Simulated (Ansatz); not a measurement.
Relaxation of C3H7N (11 atoms, charge 0, multiplicity 1), to a largest force component of 0.015 eV/Å in at most 40 steps.

Level of theory: Ansatz, RKS BHLYP/def2-SVP.

```xyz
11
Properties=species:S:1:pos:R:3
N -1.122 0.909 -0.436
C 0.138 0.467 -0.040
C 1.047 -0.035 -1.104
C 1.376 1.266 -0.387
H -1.118 1.407 -1.374
H -1.518 1.671 0.204
H 0.208 -0.025 0.957
H 1.742 -0.884 -0.788
H 0.736 -0.104 -2.122
H 2.159 1.335 0.246
H 1.163 2.151 -1.058
```

Problem. Where does it end, and by what steps?

Solution. It converged. After 8 steps the energy has fallen by 0.526 eV; H5 moved furthest, 0.26 Å.

```tsv
step	energy less start (eV)	largest force component (eV/Å)	accepted
0	0.0000	4.009	yes
1	-0.4618	1.162	yes
2	-0.5165	0.176	yes
3	-0.5224	0.176	yes
4	-0.5254	0.065	yes
5	-0.5253	0.095	no
6	-0.5261	0.035	yes
7	-0.5260	0.025	no
8	-0.5262	0.009	yes
```

```xyz
11
Properties=species:S:1:pos:R:3
N -1.169 0.916 -0.398
C 0.152 0.506 -0.038
C 1.068 -0.033 -1.078
C 1.385 1.278 -0.413
H -1.221 1.171 -1.374
H -1.455 1.725 0.137
H 0.184 0.004 0.927
H 1.678 -0.900 -0.842
H 0.726 -0.009 -2.109
H 2.215 1.318 0.286
H 1.247 2.182 -1.000
```

Whether the end is a true minimum wasn't checked by a vibrational analysis.

Time of the run: 19 s on 1 thread of Intel(R) Xeon(R) 6975P-C (Granite Rapids), on a shared host, peak memory 0.19 GiB.
